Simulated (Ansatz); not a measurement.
**C2H5N (SMILES [H]/N=C\C), step by step**

We compute a point of an energy scan (HF/def2-mTZVP), then a point of an energy scan (HF/def2-mTZVP), then a point of an energy scan (HF/def2-mTZVP), then a point of an energy scan (HF/def2-mTZVP), then a point of an energy scan (UHF/def2-mTZVP) of C2H5N. 

The results are computed with Ansatz 0.2.0.

**1. The structure to begin with**

C2H5N has 8 atoms, charge 0, and is taken as a singlet. SMILES: `[H]/N=C\C`. Geometry: relaxed at PBE0-D4/def2-TZVP.

Bond lengths: C1–C2 1.493 Å, C2–N3 1.263 Å, C1–H4 1.094 Å, C1–H5 1.092 Å, C1–H6 1.094 Å, C2–H7 1.095 Å, N3–H8 1.023 Å. Angles: C1–C2–N3 127.9°, C1–C2–H7 115.5°, N3–C2–H7 116.6°, C2–C1–H4 110.3°, C2–C1–H5 111.6°, C2–C1–H6 110.3°, C2–N3–H8 110.6°, H4–C1–H5 109.0°, H4–C1–H6 106.6°, H5–C1–H6 108.9°.

**2. A point of an energy scan at HF/def2-mTZVP (held atoms (6, 1), held distance 0.9849 angstrom) (run 1)**

Contents of molecule.yaml:

```yaml
crystal:
  periodic: [false, false, false]
  atoms:
    - symbol: C
      position_ang: [-0.471200, 0.591900, -0.316000]
    - symbol: C
      position_ang: [0.663100, -0.171000, 0.284300]
    - symbol: "N"
      position_ang: [0.697800, -1.395000, 0.593600]
    - symbol: H
      position_ang: [-0.168400, 1.032800, -1.270700]
    - symbol: H
      position_ang: [-1.342300, -0.045400, -0.480200]
    - symbol: H
      position_ang: [-0.756700, 1.422800, 0.336400]
    - symbol: H
      position_ang: [1.571900, 0.409700, 0.476500]
    - symbol: H
      position_ang: [-0.194200, -1.845700, 0.376100]
basis:
  gaussian:
    orbitals: def2-mTZVP
hamiltonian:
  xc: hf
relax:
  max_steps: 60
  constraints: [{distance: [5, 0], at: 0.9849}]
```

Launch:

```sh
$ ansatz run molecule.yaml --threads 1 --pin off --max-ram 2610MiB --events-out events.jsonl --progress --plain --runs-dir runs
```

The program printed:

```text
Warning: RAYON_NUM_THREADS=1 ignored (pool sized by the plan → 1); use --threads N
The last accepted step is kept in runs//last_step.txt (removed where the run ends without a failure and the disk answers)
[... 56 lines left out ...]
Total energy: -3621.93159184 eV, -133.1035309667 hartree
[... 8 lines left out ...]
Dipole moment:    -0.361782     0.399613    -0.216051 e Å
```

Wall time 4.8 s (1 thread of Arm Neoverse V2, shared host); peak memory 0.11 GiB.

**3. A point of an energy scan at HF/def2-mTZVP (held atoms (6, 1), held distance 1.0943 angstrom) (run 2)**

Contents of molecule.yaml:

```yaml
crystal:
  periodic: [false, false, false]
  atoms:
    - {symbol: C, position_ang: [-0.480145, 0.613228, -0.300361]}
    - {symbol: C, position_ang: [0.660687, -0.166582, 0.293137]}
    - {symbol: N, position_ang: [0.692079, -1.381638, 0.582993]}
    - {symbol: H, position_ang: [-0.178044, 1.023502, -1.258724]}
    - {symbol: H, position_ang: [-1.345438, -0.018373, -0.461209]}
    - {symbol: H, position_ang: [-0.727431, 1.364293, 0.286818]}
    - {symbol: H, position_ang: [1.558656, 0.404978, 0.488067]}
    - {symbol: H, position_ang: [-0.180364, -1.839308, 0.369278]}
basis:
  gaussian: {orbitals: def2-mTZVP}
relax: {max_steps: 60, constraints: [{distance: [5, 0], at: 1.0943}]}
hamiltonian: {xc: hf}
```

Launch:

```sh
$ ansatz run molecule.yaml --threads 1 --pin off --max-ram 2610MiB --events-out events.jsonl --progress --plain --runs-dir runs
```

The program printed:

```text
Warning: RAYON_NUM_THREADS=1 ignored (pool sized by the plan → 1); use --threads N
The last accepted step is kept in runs//last_step.txt (removed where the run ends without a failure and the disk answers)
[... 63 lines left out ...]
Total energy: -3622.14072321 eV, -133.1112164028 hartree
[... 8 lines left out ...]
Dipole moment:    -0.357614     0.387701    -0.226709 e Å
```

Run time: 5.7 s. Hardware: 1 thread of Arm Neoverse V2, shared host; peak memory 0.11 GiB.

**4. A point of an energy scan at HF/def2-mTZVP (held atoms (6, 1), held distance 1.2585 angstrom) (run 3)**

Contents of in.yaml:

```yaml
crystal:
  periodic: [false, false, false]
  atoms:
    - {symbol: C, position_ang: [-0.473595, 0.594244, -0.320022]}
    - {symbol: C, position_ang: [0.664925, -0.175701, 0.285109]}
    - {symbol: N, position_ang: [0.693625, -1.387007, 0.590740]}
    - {symbol: H, position_ang: [-0.170073, 1.027233, -1.266306]}
    - {symbol: H, position_ang: [-1.340392, -0.032635, -0.484036]}
    - {symbol: H, position_ang: [-0.757354, 1.421423, 0.337814]}
    - {symbol: H, position_ang: [1.562205, 0.398157, 0.474411]}
    - {symbol: H, position_ang: [-0.179340, -1.845614, 0.382289]}
basis:
  gaussian: {orbitals: def2-mTZVP}
hamiltonian: {xc: hf}
relax: {max_steps: 60, constraints: [{distance: [5, 0], at: 1.2585}]}
```

Launch:

```sh
$ ansatz run in.yaml --threads 1 --pin off --max-ram 2610MiB --events-out events.jsonl --progress --plain --runs-dir runs
```

The program printed:

```text
Warning: RAYON_NUM_THREADS=1 ignored (pool sized by the plan → 1); use --threads N
The last accepted step is kept in runs//last_step.txt (removed where the run ends without a failure and the disk answers)
[... 78 lines left out ...]
Total energy: -3621.75349264 eV, -133.0969859420 hartree
[... 8 lines left out ...]
Dipole moment:    -0.346125     0.359933    -0.251388 e Å
```

Run time: 6.9 s. Hardware: 1 thread of Arm Neoverse V2, shared host; peak memory 0.11 GiB.

**5. A point of an energy scan at HF/def2-mTZVP (held atoms (6, 1), held distance 1.4226 angstrom) (run 4)**

Contents of molecule.yaml:

```yaml
crystal:
  periodic: [false, false, false]
  atoms:
    - {symbol: C, position_ang: [-0.460107, 0.563756, -0.355725]}
    - {symbol: C, position_ang: [0.674118, -0.190438, 0.266102]}
    - {symbol: N, position_ang: [0.691307, -1.390933, 0.613122]}
    - {symbol: H, position_ang: [-0.154408, 1.056436, -1.268166]}
    - {symbol: H, position_ang: [-1.325225, -0.056180, -0.539393]}
    - {symbol: H, position_ang: [-0.814432, 1.482725, 0.427710]}
    - {symbol: H, position_ang: [1.575685, 0.382735, 0.431941]}
    - {symbol: H, position_ang: [-0.186937, -1.848000, 0.424408]}
basis:
  gaussian:
    orbitals: def2-mTZVP
hamiltonian:
  xc: hf
relax:
  max_steps: 60
  constraints: [{distance: [5, 0], at: 1.4226}]
```

Launch:

```sh
$ ansatz run molecule.yaml --threads 1 --pin off --max-ram 2610MiB --events-out events.jsonl --progress --plain --runs-dir runs
```

The program printed:

```text
Warning: RAYON_NUM_THREADS=1 ignored (pool sized by the plan → 1); use --threads N
The last accepted step is kept in runs//last_step.txt (removed where the run ends without a failure and the disk answers)
[... 85 lines left out ...]
Total energy: -3621.02178668 eV, -133.0700962437 hartree
[... 8 lines left out ...]
Dipole moment:    -0.328006     0.320815    -0.285412 e Å
```

Wall time 7.5 s (1 thread of Arm Neoverse V2, shared host); peak memory 0.11 GiB.

**6. A point of an energy scan at UHF/def2-mTZVP (held atoms (6, 1), held distance 1.6415 angstrom) (run 5)**

Contents of job.yaml:

```yaml
crystal:
  periodic: [false, false, false]
  atoms:
    - {symbol: C, position_ang: [-0.444055, 0.532546, -0.394355]}
    - {symbol: C, position_ang: [0.683059, -0.204117, 0.248929]}
    - {symbol: "N", position_ang: [0.689066, -1.393377, 0.633900]}
    - {symbol: H, position_ang: [-0.140523, 1.081443, -1.271342]}
    - {symbol: H, position_ang: [-1.312171, -0.075829, -0.588637]}
    - {symbol: H, position_ang: [-0.869801, 1.540090, 0.515253]}
    - {symbol: H, position_ang: [1.588165, 0.367762, 0.393907]}
    - {symbol: H, position_ang: [-0.193739, -1.848417, 0.462345]}
basis:
  gaussian:
    orbitals: def2-mTZVP
relax:
  max_steps: 60
  constraints: [{distance: [5, 0], at: 1.6415}]
magnetization:
  spin_polarized: true
hamiltonian:
  xc: hf
```

Launch:

```sh
$ ansatz run job.yaml --threads 1 --pin off --max-ram 2610MiB --events-out events.jsonl --progress --plain --runs-dir runs
```

The program printed:

```text
Warning: RAYON_NUM_THREADS=1 ignored (pool sized by the plan → 1); use --threads N
The last accepted step is kept in runs//last_step.txt (removed where the run ends without a failure and the disk answers)
[... 102 lines left out ...]
Total energy: -3619.97517687 eV, -133.0316340428 hartree
[... 8 lines left out ...]
Dipole moment:    -0.288588     0.241569    -0.333927 e Å
```

Wall time 12 s (1 thread of Arm Neoverse V2, shared host); peak memory 0.13 GiB.

**7. Results**

| quantity | value |
| --- | --- |
| run 1, HF/def2-mTZVP: total energy | -133.10353 Eh |
| run 1, HF/def2-mTZVP: dipole moment | 2.79 D |
| run 2, HF/def2-mTZVP: total energy | -133.11122 Eh |
| run 2, HF/def2-mTZVP: dipole moment | 2.76 D |
| run 3, HF/def2-mTZVP: total energy | -133.09699 Eh |
| run 3, HF/def2-mTZVP: dipole moment | 2.69 D |
| run 4, HF/def2-mTZVP: total energy | -133.07010 Eh |
| run 4, HF/def2-mTZVP: dipole moment | 2.60 D |
| run 5, UHF/def2-mTZVP: total energy | -133.03163 Eh |
| run 5, UHF/def2-mTZVP: dipole moment | 2.42 D |
| run 5, UHF/def2-mTZVP: ⟨S²⟩ | 0.307 |

Mulliken charges (run 1, HF/def2-mTZVP) run from -0.49 on N3 to +0.27 on H8. Mulliken charges (run 2, HF/def2-mTZVP) run from -0.49 on N3 to +0.27 on H8; they depend strongly on the basis. Mulliken charges (run 4, HF/def2-mTZVP) run from -0.49 on N3 to +0.27 on H8. ⟨S²⟩ (run 5, UHF/def2-mTZVP) is 0.31 where a pure singlet has 0.00: the reference is spin-contaminated. Mulliken charges (run 5, UHF/def2-mTZVP) run from -0.45 on N3 to +0.28 on H8.
